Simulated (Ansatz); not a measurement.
**LO(Γ) frequency of some tetrahedrally bonded semiconductors and semimetals, all zinc-blende**

Method: r²SCAN in Ansatz (PAW). References are measured values at room or unstated temperature, uncorrected unless marked, so that the deviations hold thermal and zero-point effects besides the level's error. The table is a random draw of 8 from 11 solids with such references.

Values in cm⁻¹.

```json
[
 {"solid": "zinc-blende BP", "reference": "823", "r²SCAN": "822", "deviation (%)": "-0.1"},
 {"solid": "zinc-blende GaSb", "reference": "233", "r²SCAN": "231", "deviation (%)": "-0.9"},
 {"solid": "cubic BN", "reference": "1305", "r²SCAN": "1302", "deviation (%)": "-0.2"},
 {"solid": "zinc-blende InAs", "reference": "238", "r²SCAN": "230", "deviation (%)": "-3.4"},
 {"solid": "3C-SiC", "reference": "972", "r²SCAN": "979", "deviation (%)": "+0.7"},
 {"solid": "zinc-blende ZnS", "reference": "348", "r²SCAN": "342", "deviation (%)": "-1.7"},
 {"solid": "zinc-blende CdTe", "reference": "167", "r²SCAN": "162", "deviation (%)": "-3.0"},
 {"solid": "zinc-blende InP", "reference": "344", "r²SCAN": "338", "deviation (%)": "-1.7"}
]
```

Over these 8 solids the mean deviation is -1.3 %, the mean absolute deviation 1.5 % (median 1.3 %), and the worst case zinc-blende InAs at -3.4 %; the value is too low in 7 of 8 cases. Over all 11, from unrounded values, the mean deviation is -1.3 % and the mean absolute deviation 1.5 % (median 1.4 %).

Spin–orbit coupling is left out, also for the solids with elements from indium on (zinc-blende GaSb, zinc-blende InAs, zinc-blende CdTe, zinc-blende InP); its size isn't shown.

Differences are worked out from the printed values.

Each level is taken at its own relaxed cell. Ansatz's density-functional and Hartree–Fock values are scalar-relativistic unless marked +SOC, with PAW data made under PBE.

Ansatz's runs of these crystals have no spin polarisation.

Not in this set, of the tetrahedrally bonded semiconductors and semimetals with a reference value in our tables and a result at some level: 1 for a reference of another kind, counted apart. These can be a level's best or worst cases. At least 2 more with a reference value are held back for tests. Solids without a released value at any level aren't counted. Layered and molecular crystals are counted apart. The metals Ce to Yb are counted apart.

References as tabulated in Solozhenko et al. (2014), arXiv:1505.05714; Giannozzi et al., Phys. Rev. B (1991); Ioffe Institute, NSM Archive: BN, mechanic properties page; arXiv:1704.04770 and others.

Ansatz is an electronic-structure program.
